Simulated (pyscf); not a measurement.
Structures and frequencies: ωB97X-D3(BJ)/def2-SVP in PySCF.

Task: For H₃C–CH•–SiH₃ + methane (CH₄) → H₃C–CH₂–SiH₃ + methyl (CH₃•), a hydrogen abstraction (doublet surface; C–H broken, C–H formed), PBE/def2-TZVP gives ΔE‡ = 68.6 kJ/mol and ΔE = +44.6 kJ/mol (zero: the separated reactants). In which direction and how far do r²SCAN/def2-TZVP, B3LYP-D3(BJ)/def2-TZVP, ωB97M-D3(BJ)/def2-TZVP move these?

Result: r²SCAN: ΔE‡ = 76.6 kJ/mol, ΔE = +39.8 kJ/mol; B3LYP-D3(BJ): ΔE‡ = 77.8 kJ/mol, ΔE = +40.8 kJ/mol; ωB97M-D3(BJ): ΔE‡ = 87.6 kJ/mol, ΔE = +37.2 kJ/mol. PBE's barrier lies under all of them, by 8.0 to 19.0 kJ/mol. Its reaction energy lies over all of them, by 3.8 to 7.4 kJ/mol. H₃C–CH•–SiH₃ lies 73.8 kJ/mol over its isomer H₃C–SiH•–CH₃ (electronic energy, ωB97M-D3(BJ)/def2-TZVP). H₃C–CH₂–SiH₃ lies 53.6 kJ/mol over its isomer H₃C–SiH₂–CH₃ (electronic energy, ωB97M-D3(BJ)/def2-TZVP). One saddle was located; it need not be the lowest between these sides. The angle at the transferred H is 176°.
